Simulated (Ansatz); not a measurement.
hcp Hf was calculated with LDA+SOC in Ansatz (PAW).

Settings: plane-wave cutoff 520 eV, 18×18×8 k mesh (along the axes of the cell as run), Fermi–Dirac smearing 0.1 eV, perturbation theory, PAW data made under PBE.

Computed at the level's own relaxed cell.

Harmonic phonon frequencies (cm⁻¹; i marks an imaginary mode):

| q point | frequencies |
|---|---|
| Γ | 0 0 0 71 71 117 |
| M | (withheld) |
| K | 103 103 114 114 114 159 |
| A | (withheld) |

Q: Some entries are withheld; supply them.

A: 
- M, frequencies: 61 69 120 127 134 140
- A, frequencies: 50 50 50 50 110 110

No imaginary mode appears at these points.

Ansatz is a program for electronic structure.
